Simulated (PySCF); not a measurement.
# Löwdin shares of the frontier orbitals

Cyanoacetylene, C₃HN.
Bonds: C1–C2 (triple), C2–C3, C3–N4 (triple). Hydrogens: H5 on C1.

Theory: TDDFT CAM-B3LYP/def2-SVPD, vertical, gas phase, core orbitals frozen in the response (PySCF 2.14.0, density-fitted response routines). Isolated species at its GFN2-xTB geometry, gas phase.

Kohn–Sham orbitals with the atoms that hold most of them (Löwdin shares over 4%, at most four atoms):

```csv
orbital,ε (eV),atoms
LUMO+2,1.21,"C1 50%, C2 18%, C3 16%, H5 15%"
LUMO+1,-0.48,"C1 29%, N4 23%, C2 23%, C3 18%"
LUMO,-0.48,"C1 29%, N4 23%, C2 23%, C3 18%"
HOMO,-10.39,"C1 31%, C2 28%, N4 23%, C3 15%"
HOMO-1,-10.39,"C1 31%, C2 28%, N4 23%, C3 15%"
HOMO-2,-12.59,"N4 82%, C3 16%"
HOMO-3,-13.19,"C3 35%, N4 29%, C2 23%, C1 12%"
```

Within 0.005 eV of a neighbour in this list lie HOMO-1/HOMO and LUMO/LUMO+1 (point group found: C∞v).

(1) How does S1 compare with the orbital gap of 9.91 eV?

Results:

(1) S1 is at 5.27 eV (f = 0.0000), 4.64 eV below the gap, made of HOMO-1/HOMO→LUMO/LUMO+1 (98%). 

Next come S2 at 5.51 eV (f 0.0000), HOMO-1/HOMO→LUMO/LUMO+1 (97%); S3 at 5.51 eV (f 0.0000), HOMO-1/HOMO→LUMO/LUMO+1 (97%); S4 at 7.85 eV (f 0.0000), HOMO-4→LUMO/LUMO+1 (≥45%), HOMO-3→LUMO/LUMO+1 (≥24%); S5 at 8.20 eV (f 0.0000), HOMO-3→LUMO/LUMO+1 (≥46%), HOMO-4→LUMO/LUMO+1 (≥33%).

Orbitals of the list HOMO-3 to LUMO+2 that lie within 0.01 eV of each other are written together with a slash and their weights summed (≥ marks a lower bound); for degenerate orbitals outside that list single weights are arbitrary.

Löwdin shares depend on the basis, the more so with diffuse functions.

On one thread, Arm Neoverse V1, no GPU (shared host), this took 3.5 s.
